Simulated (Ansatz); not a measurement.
# Si–NH₂, doublet in cc-pVDZ: errors against UCCSDT(Q)

Geometry: a PBE0/def2-TZVP stationary point for this spin, not checked as a minimum.

```yaml
atoms:
  - { symbol: Si, position_ang: [0.0000, 0.0000, 0.6455] }
  - { symbol: N, position_ang: [0.0000, 0.0000, -1.0599] }
  - { symbol: H, position_ang: [0.0000, 0.8350, -1.6290] }
  - { symbol: H, position_ang: [0.0000, -0.8350, -1.6290] }
```

Basis cc-pVDZ; Ansatz 0.2.0. Only valence electrons are correlated (noble-gas cores frozen), which leaves 11 electrons in 36 orbitals. R marks a restricted (for open shells ROHF) determinant, U an unrestricted one. Active spaces: valence = (11e, 10o) chosen from the atoms' valence shells.

Full CI isn't at hand for all of this; UCCSDT(Q) serves as the reference, and is uncertain by about the last step of the cluster series. The frozen core follows each run's orbitals, which can shift R against U totals by a few meV.

For open shells CISD is restricted-active-space CI with the open shells as a complete middle space.

The UHF ⟨S²⟩ is 0.772 and the T1 diagnostic (RCCSD) is 0.0221. The largest doubles amplitude (RCCSD) is 0.087 and the T1 diagnostic (UCCSD) is 0.0197.

Question: From what is known of these methods and the diagnostics, rank them by the size of their error in total energy against UCCSDT(Q) in cc-pVDZ, smallest first (an estimate: the text doesn't fix the numbers).
A. UCCSD(T)
B. CISD
C. RCCSD
D. MRCISD+Q (valence space)
E. UCCSDT

Answer: E (1.9 kJ/mol), A (3.8 kJ/mol), D (5.6 kJ/mol), C (24.2 kJ/mol), B (80.3 kJ/mol).

All errors are against UCCSDT(Q) in cc-pVDZ. Within each family the higher level lies nearer, as is usual though not guaranteed.

Natural occupations of CASSCF (valence space) about the gap: 1.983 1.976 1.976 1.967 1.000 0.032 0.023 0.023 0.020; effectively unpaired electrons, Σ n²(2−n)², 1.02.

Atomization energy (electronic, same basis, no zero-point term; atoms at the same level, unrestricted beside the R rows where the molecule is a closed shell, with restricted open-shell steps beyond CCSDT(Q)) at UCCSDT(Q): 1047.3 kJ/mol. Errors of other levels:

```
                     level  error (kJ/mol)
                       RHF          -309.9
                       UHF          -314.6
                      RMP2             9.1
                      UMP2             6.3
                      CISD           -71.1
                     RCCSD           -17.8
                     UCCSD           -18.1
                  RCCSD(T)            -2.0
                  UCCSD(T)            -2.3
                   BCCD(T)            -2.0
                    RCCSDT            -1.6
                    UCCSDT            -1.7
                 RCCSDT(Q)             0.0
    CASSCF (valence space)           -45.9
    NEVPT2 (valence space)           -36.5
NEVPT4(SD) (valence space)           -21.3
    MRCISD (valence space)           -26.8
  MRCISD+Q (valence space)           -12.8
```

This basis is far from its limit, so the value isn't to be set against a measured one. Truncated CI isn't size-consistent, which counts against it in atomization.
